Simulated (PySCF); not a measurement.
Compound: C4H8P (charge +1).
Numbering: `[CH3:1][CH2:2][PH+:3]1[CH:4]=[CH:5]1` (hydrogens: H6, H7, H8 on C1; H9, H10 on C2; H11 on P3; H12 on C4; H13 on C5)

Geometry (PBE0-D3(BJ)/def2-SVP, Å), atoms numbered from 1 in this order:
```
atom  x, y, z in Å
C1    -1.5261   -0.5155    0.4341
C2    -0.9970    0.6744   -0.3525
P3     0.8019    0.6879   -0.4851
C4     1.8655   -0.0749    0.6839
C5     1.7879   -0.7627   -0.4441
H6    -2.6223   -0.4537    0.4782
H7    -1.1518   -0.5243    1.4683
H8    -1.2661   -1.4722   -0.0418
H9    -1.2698    1.6409    0.1069
H10   -1.3749    0.6979   -1.3899
H11    1.2982    1.8032   -1.1934
H12    2.3217   -0.0399    1.6757
H13    2.1403   -1.6563   -0.9642
```

Computed with PBE0-D3(BJ)/def2-SVP geometry optimisation, gas phase in PySCF.

Masses are those of the commonest isotopes; rigid-rotor values at the optimised geometry. The values belong to one conformer with, in the numbering `[CH3:1][CH2:2][PH+:3]1[CH:4]=[CH:5]1`, C1–C2–P3–C4 -26°.

(1) What are A, B and C (MHz)?

(2) Classify the top.

(3) What does the inertial defect say?

(4) Which lines would a microwave search look for?

## Answers

(1) Ia = 66.91, Ib = 168.91, Ic = 198.73 u·Å²; 505379 MHz·u·Å²/I gives A = 7553, B = 2992, C = 2543 MHz.

(2) An asymmetric top. Ray's parameter κ = (2B − A − C)/(A − C) = -0.821; −1 is the prolate and +1 the oblate limit.

(3) Not planar: Δ = Ic − Ia − Ib = -37.09 u·Å². For a rigid frame Δ = −2 Σ m c², so Σ m c² = 18.55 u·Å² lies off the ab plane: 8.04 from hydrogen and 10.51 from heavier atoms. The atom farthest from that plane is 1.55 Å away.

(4) The dipole components (about the centre of mass, as the species is charged) are |μa| = 0.96 D, |μb| = 0.69 D, |μc| = 0.00 D; the mirror of this Cs structure is the ab plane, so μc vanishes by symmetry (the 0.01 D computed is a residue) and there are no c-type lines. Intensities carry the squares of the components, which stand as 1.00 : 0.52 (a : b). Some lines, for components of 0.1 D or more:

| type | branch | J(Ka,Kc) | MHz | lower level (cm⁻¹) |
| --- | --- | --- | --- | --- |
| a | Q | 1(1,0) ← 1(1,1) | 449 | 0.337 |
| a | Q | 2(1,1) ← 2(1,2) | 1347 | 0.691 |
| a | Q | 3(1,2) ← 3(1,3) | 2692 | 1.222 |
| b | R | 3(1,2) ← 2(2,1) | 3576 | 1.192 |
| a | Q | 4(1,3) ← 4(1,4) | 4480 | 1.928 |
| b | Q | 1(1,0) ← 1(0,1) | 5010 | 0.185 |
| b | Q | 2(1,1) ← 2(0,2) | 5490 | 0.553 |
| b | Q | 3(1,2) ← 3(0,3) | 6268 | 1.103 |
| b | R | 2(0,2) ← 1(1,1) | 6478 | 0.337 |
| b | Q | 4(1,3) ← 4(0,4) | 7405 | 1.831 |
| a | R | 2(1,2) ← 1(1,1) | 10621 | 0.337 |
| b | R | 3(0,3) ← 2(1,2) | 12337 | 0.691 |
| b | Q | 4(2,2) ← 4(1,3) | 12638 | 2.078 |
| b | Q | 2(2,0) ← 2(1,1) | 13714 | 0.736 |
| b | Q | 3(2,2) ← 3(1,3) | 15722 | 1.222 |
| a | R | 3(0,3) ← 2(0,2) | 16480 | 0.553 |
| a | R | 3(2,1) ← 2(2,0) | 16731 | 1.193 |
| a | R | 3(1,2) ← 2(1,1) | 17259 | 0.736 |
| b | R | 4(0,4) ← 3(1,3) | 18258 | 1.222 |
| a | R | 4(1,4) ← 3(1,3) | 21184 | 1.222 |
| a | R | 4(2,2) ← 3(2,1) | 22423 | 1.752 |
| b | Q | 4(3,1) ← 4(2,2) | 23576 | 2.499 |
| b | R | 2(2,1) ← 1(1,0) | 25202 | 0.352 |
| b | R | 4(3,2) ← 3(2,1) | 45989 | 1.752 |
| b | R | 4(4,0) ← 3(3,1) | 55644 | 2.545 |

No PBE0-D3(BJ)/def2-SVP frequencies stand behind this structure, so it isn't proved a minimum. No vibrational averaging or centrifugal distortion is included, and the geometry carries the error of its method. A rigid rotor knows nothing of internal rotation, which can split or shift real lines.
